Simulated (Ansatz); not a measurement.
Basis-set extrapolation for F$_{2}$OS, SMILES `O=S(F)F` (PBE0-D4/def2-TZVP geometry, frozen core, Ansatz 0.2.0). Multiplicity 1, RHF reference.

```tsv
	def2-TZVPP	def2-QZVPP
HF	-671.376367	-671.403551
MP2 correlation	-0.921552	-1.007381
CCSD(T) correlation	-0.957095	not run
```

Energies in hartree. Use E(X) = E(∞) + A·exp(−7.88·√X) for Hartree–Fock and E(X) = E(∞) + B·X^(−2.97) for correlation, with X = 3 and 4, and add CCSD(T) minus MP2 of the smaller set to the MP2 limit.

What is the CCSD(T) energy at the basis-set limit?

HF limit: -671.403551 + (-0.027184) × 0.13774 = -671.40730. MP2 limit: -1.007381 + (-0.085829) × 0.74074 = -1.07096. Higher-order term: -0.957095 − (-0.921552) = -0.03554. Total: -672.51380 hartree, 113.2 kcal/mol below CCSD(T)/def2-TZVPP.
